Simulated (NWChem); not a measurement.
**C3H3N (Z-propargylimine): levels of theory compared**

We compute a comparison of 3 runs (HF/STO-3G, HF/3-21G, B3LYP/6-31G*) of C3H3N (Z-propargylimine). 

The calculation is run with NWChem 7.3.0.

1 further run of the same task is left out (it didn't finish). Runs told in other sessions of the task aren't counted.

### 1 Starting point

C3H3N: 7 atoms, total charge 0, spin state singlet. As SMILES, `[H]/N=C\C#C`. Geometry: relaxed at PBE0-D4/def2-TZVP.

Bond lengths: N2–C3 1.269 Å, C3–C4 1.430 Å, C4–C5 1.202 Å, H1–N2 1.021 Å, C3–H6 1.092 Å, C5–H7 1.065 Å. Angles: N2–C3–C4 126.0°, C3–C4–C5 179.5°, N2–C3–H6 118.1°, C4–C3–H6 115.9°, H1–N2–C3 110.5°, C4–C5–H7 179.6°.

### 2 Energy and forces at HF/STO-3G (run 1)

Input file work.xyz:

```xyz
7

H      0.042980    -1.921630     0.276790
N      0.571870    -1.414880     0.988450
C      0.520410    -0.165300     0.774280
C     -0.170650     0.476280    -0.301020
C     -0.748370     1.024920    -1.201350
H      1.046470     0.497080     1.464630
H     -1.262700     1.503530    -2.001770
```

Input file work.nw:

```
start work
memory 2200 mb
charge 0

geometry units angstrom noautosym nocenter noautoz
 load work.xyz
end

basis spherical bse
 * library STO-3G
end

scf
 thresh 1e-08
 maxiter 80
 print medium
end

task scf gradient
```

The run is started by

```sh
$ nwchem work.nw > work.out
```

Log:

```text
[...]
  functions       =    23
[...]
  wavefunction    = RHF
[...]
         Total SCF energy =   -167.550948724190
      One-electron energy =   -406.570295881988
      Two-electron energy =    148.373277315160
 Nuclear repulsion energy =     90.646069842637
        Time for solution =      0.6s
[...]
                         RHF ENERGY GRADIENTS
    atom               coordinates                        gradient
                 x          y          z           x          y          z
   1 H       0.081220  -3.631354   0.523057    0.015222   0.012254   0.020749
   2 N       1.080678  -2.673736   1.867900   -0.018332   0.008651  -0.027594
   3 C       0.983432  -0.312372   1.463177   -0.011584  -0.005261  -0.016261
   4 C      -0.322482   0.900039  -0.568845    0.054122  -0.054469   0.084694
   5 C      -1.414214   1.936818  -2.270222   -0.039943   0.039114  -0.062381
   6 H       1.977542   0.939345   2.767749   -0.000322   0.000613  -0.000524
   7 H      -2.386157   2.841260  -3.782797    0.000837  -0.000901   0.001316
[...]
```

Run time: 1.3 s. Hardware: 1 thread of Intel Xeon 6975P-C (Granite Rapids), shared host; peak memory 0.097 GiB.

### 3 Energy and forces at HF/3-21G (run 2)

Input file nw.nw:

```
start nw
memory total 2200 mb
geometry noautosym nocenter noautoz
  H        0.042980      -1.921630       0.276790
  N        0.571870      -1.414880       0.988450
  C        0.520410      -0.165300       0.774280
  C       -0.170650       0.476280      -0.301020
  C       -0.748370       1.024920      -1.201350
  H        1.046470       0.497080       1.464630
  H       -1.262700       1.503530      -2.001770
end
basis spherical bse
  * library 3-21G
end
scf
  singlet
  rhf
  thresh 1e-08
  maxiter 80
end
task scf gradient
```

The run is started by

```sh
$ nwchem nw.nw > nw.out
```

Log:

```text
[...]
  functions       =    42
[...]
  wavefunction    = RHF
[...]
         Total SCF energy =   -168.749519282798
      One-electron energy =   -406.364037506300
      Two-electron energy =    146.968448380865
 Nuclear repulsion energy =     90.646069842637
        Time for solution =      0.7s
[...]
                         RHF ENERGY GRADIENTS
    atom               coordinates                        gradient
                 x          y          z           x          y          z
   1 H       0.081220  -3.631354   0.523057   -0.003387   0.006193  -0.005606
   2 N       1.080678  -2.673736   1.867900    0.006955  -0.011226   0.011356
   3 C       0.983432  -0.312372   1.463177   -0.012140   0.002457  -0.017932
   4 C      -0.322482   0.900039  -0.568845    0.016542  -0.020046   0.026271
   5 C      -1.414214   1.936818  -2.270222   -0.008865   0.010670  -0.014069
   6 H       1.977542   0.939345   2.767749    0.006429   0.007308   0.008535
   7 H      -2.386157   2.841260  -3.782797   -0.005534   0.004645  -0.008555
[...]
```

Run time: 1.4 s. Hardware: 1 thread of Intel Xeon 6975P-C (Granite Rapids), shared host; peak memory 0.097 GiB.

### 4 Energy and forces at B3LYP/6-31G(d) (Cartesian functions) (run 3)

Input file run.py:

```python
from ase import Atoms
from ase.calculators.nwchem import NWChem

mol = Atoms(['H', 'N', 'C', 'C', 'C', 'H', 'H'], positions=[
    [0.042980, -1.921630, 0.276790],
    [0.571870, -1.414880, 0.988450],
    [0.520410, -0.165300, 0.774280],
    [-0.170650, 0.476280, -0.301020],
    [-0.748370, 1.024920, -1.201350],
    [1.046470, 0.497080, 1.464630],
    [-1.262700, 1.503530, -2.001770],
])

calc = NWChem(
    label='job',
    theory='dft',
    memory='2200 mb',
    basis='6-31G*',
    dft={'xc': 'b3lyp', 'mult': '1', 'grid': 'xfine', 'convergence': 'energy 1e-08', 'iterations': '100', 'mulliken': None},
)
mol.calc = calc

forces = mol.get_forces()
e = mol.get_potential_energy()
print(f"E = {e:.6f} eV")
print("forces (eV/A):")
for s, f in zip(mol.symbols, forces):
    print(f"{s:2s} {f[0]:10.5f} {f[1]:10.5f} {f[2]:10.5f}")
print("dipole (e A):", mol.get_dipole_moment().round(4))
```

The run is started by

```sh
$ export ASE_NWCHEM_COMMAND="nwchem PREFIX.nwi > PREFIX.nwo"
$ python run.py
```

Log:

```text
E = -4646.961948 eV
forces (eV/A):
H    -0.11699   -0.10639   -0.15828
N     0.21381   -0.67018    0.38536
C    -0.01825    0.55562   -0.08762
C     0.28915   -0.18949    0.44084
C    -0.38016    0.36551   -0.59290
H     0.05183    0.01584    0.07307
H    -0.03939    0.02916   -0.06047
dipole (e A): [-0.2136  0.2669 -0.3399]
```

The calculator wrote job.nwi:

```
title "job"

permanent_dir job

scratch_dir job

start job

geometry units angstrom nocenter noautosym noautoz
  H  4.2979999999999997e-02 -1.9216299999999999e+00 2.7678999999999998e-01
  N  5.7186999999999999e-01 -1.4148799999999999e+00 9.8845000000000005e-01
  C  5.2041000000000004e-01 -1.6530000000000000e-01 7.7427999999999997e-01
  C  -1.7065000000000000e-01 4.7627999999999998e-01 -3.0102000000000001e-01
  C  -7.4836999999999998e-01 1.0249200000000001e+00 -1.2013499999999999e+00
  H  1.0464700000000000e+00 4.9708000000000002e-01 1.4646300000000001e+00
  H  -1.2626999999999999e+00 1.5035300000000000e+00 -2.0017700000000000e+00
end

memory 2200 mb

basis noprint
   * library 6-31G*
end

dft
  xc b3lyp
  mult 1
  grid xfine
  convergence energy 1e-08
  iterations 100
  mulliken
end

task dft gradient
```

job.nwo:

```text
Northwest Computational Chemistry Package (NWChem) 7.3.0
             --------------------------------------------------------

           Job information
           ---------------

    nwchem branch   = 7.3.0
    use scalapack   = T
    input           = job.nwi
    prefix          = job.
    data base       = job/job.db
    status          = startup
    nproc           =        1

           Memory information
           ------------------

    heap     =     72089600 doubles =      550.0 Mbytes
    stack    =     72089597 doubles =      550.0 Mbytes
    global   =    144179200 doubles =     1100.0 Mbytes (distinct from heap & stack)
    total    =    288358397 doubles =     2200.0 Mbytes
    verify   = yes
    hardfail = no

[... 104 lines left out ...]
  convergence criterion.
[... 40 lines left out ...]
          Spatial weights used:  Erf1
[... 81 lines left out ...]
         Total DFT energy =     -170.772703148784
[... 3 lines left out ...]
 Nuclear repulsion energy =       90.646069842637
[... 536 lines left out ...]
          Convergence on gradient requested:  5.00D-04
[... 27 lines left out ...]
          total energy or number of iterations.
[... 38 lines left out ...]
                 ----------------------------------------
                 |  Time  |  1-e(secs)   |  2-e(secs)   |
                 ----------------------------------------
                 |  CPU   |       0.00   |       0.57   |
                 ----------------------------------------
                 |  WALL  |       0.00   |       0.57   |
                 ----------------------------------------

 Task  times  cpu:       17.0s     wall:       17.0s
 Total times  cpu:       17.0s     wall:       17.0s
```

Run time: 18 s. Hardware: 1 thread of Intel Xeon 6975P-C (Granite Rapids), shared host; peak memory 0.14 GiB.

### 5 Overview of the runs

```tsv
run	level	Cartesian functions	iteration cap	energy (Eh)	dipole moment (D)	HOMO energy (eV)	LUMO energy (eV)	wall time
1	HF/STO-3G	no	80	-167.550949	1.97	-8.84	6.32	1.3 s
2	HF/3-21G	no	80	-168.749519	2.50	-10.62	2.98	1.4 s
3	B3LYP/6-31G* (Cartesian functions)	yes	100	-170.772703	2.32	-7.55	-1.34	18 s
```

### 6 Outcome

| quantity | value |
| --- | --- |
| run 3: total energy | -170.77270 Eh |
| run 3: dipole moment | 2.32 D |
| run 3: HOMO energy | -7.55 eV |
| run 3: LUMO energy | -1.34 eV |
| run 3: HOMO–LUMO gap | 6.21 eV |
| run 3: largest force on an atom | 0.802 eV/Å |

In words: The dipole moment (its size) runs from 1.97 D (HF/STO-3G) to 2.50 D (HF/3-21G). The HOMO–LUMO gap runs from 6.21 eV (B3LYP/6-31G*) to 15.17 eV (HF/STO-3G). The two ends differ in method and basis. In run 1 the basis is minimal, so the values are rough. All runs together took 21 s, the longest 18 s.
